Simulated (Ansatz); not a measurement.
How far each method lies from UCCSDT(Q) for [SiH3···H···Cl], doublet

Geometry: a point of a hydrogen-transfer path between rigid fragments, not a stationary point.

| atom | x (Å) | y (Å) | z (Å) |
| --- | --- | --- | --- |
| Si | -1.9210 | 0.0000 | 0.0000 |
| H | -2.4159 | 1.3997 | 0.0000 |
| H | -2.4159 | -0.6999 | 1.2122 |
| H | -2.4159 | -0.6999 | -1.2122 |
| H | -0.3190 | 0.0000 | 0.0000 |
| Cl | 1.7370 | 0.0000 | 0.0000 |

Basis cc-pVDZ; Ansatz 0.2.0. Correlated methods freeze the noble-gas cores, which leaves 15 electrons in 46 orbitals. Prefix R: restricted or restricted open-shell reference; prefix U: unrestricted. Active spaces: pair = (3e, 3o) about the gap; valence = (15e, 12o) chosen from the atoms' valence shells.

Full CI isn't at hand for all of this; UCCSDT(Q) serves as the reference, and is uncertain by about the last step of the cluster series. The frozen core follows each run's orbitals, which can shift R against U totals by a few meV.

For open shells CISD is restricted-active-space CI with the open shells as a complete middle space.

The UHF ⟨S²⟩ is 0.762. The T1 diagnostic (RCCSD) is 0.0173. The largest doubles amplitude (RCCSD) is 0.038. The T1 diagnostic (UCCSD) is 0.0126.

```json
{"level": "UHF", "E − E(RHF) (eV)": "-0.1311"}
{"level": "RMP2", "E − E(RHF) (eV)": "-6.4860"}
{"level": "UMP2", "E − E(RHF) (eV)": "-6.4704"}
{"level": "RCCSD", "E − E(RHF) (eV)": "-7.7568"}
{"level": "UCCSD", "E − E(RHF) (eV)": "-7.7594"}
{"level": "RCCSD(T)", "E − E(RHF) (eV)": "-7.8792"}
{"level": "UCCSD(T)", "E − E(RHF) (eV)": "-7.8793"}
```

Q: Estimate how far UCCSDT(Q) in cc-pVDZ lies from RCCSD(T). The table doesn't fix it; the size of (T) and the diagnostics are the guide.

A: UCCSDT(Q) in cc-pVDZ lies 3.1 kJ/mol below RCCSD(T), which is 26 % of the (T) step (-11.8 kJ/mol). The diagnostics give no warning, yet the rest is a sizeable part of (T).

The other levels:

| level | E − E(UCCSDT(Q)) (kJ/mol) | share of correlation (%) | wall time |
| --- | --- | --- | --- |
| CISD | 84.5 | 88.93 | 9 s |
| BCCD(T) | 3.1 | 99.60 | 8.5 s |
| RCCSDT | 0.7 | 99.91 | – |
| UCCSDT | 0.7 | 99.91 | – |
| RCCSDT(Q) | 0.0 | 100.00 | 23 s (H100) |
| CASSCF (pair space) | 723.1 | 5.27 | – |
| NEVPT2 (pair space) | 135.8 | 82.21 | 2.8 s |
| MRCISD (pair space) | 76.6 | 89.96 | – |
| MRCISD+Q (pair space) | 6.6 | 99.14 | 7 s (H100) |
| CASSCF (valence space) | 608.0 | 20.35 | – |
| NEVPT2 (valence space) | 164.9 | 78.40 | 47 s (H100) |
| MRCISD (valence space) | 54.3 | 92.89 | – |
| MRCISD+Q (valence space) | 4.8 | 99.37 | 47 s (H100) |

The correlation energy at UCCSDT(Q), counted from RHF, is -7.911 eV. That run took 22 s on 2 threads of AMD EPYC 7R13 with a shared H100 80 GB, shared host.

Times hold each run's SCF and search for its determinant on a shared host, so for small cases they say little of a method's own cost; rows without a card ran on 1 thread of AMD EPYC 7R13.

Natural occupations of CASSCF (valence space) about the gap: 1.986 1.977 1.977 1.972 1.000 0.032 0.020 0.018 0.018; effectively unpaired electrons, Σ n²(2−n)², 1.02.
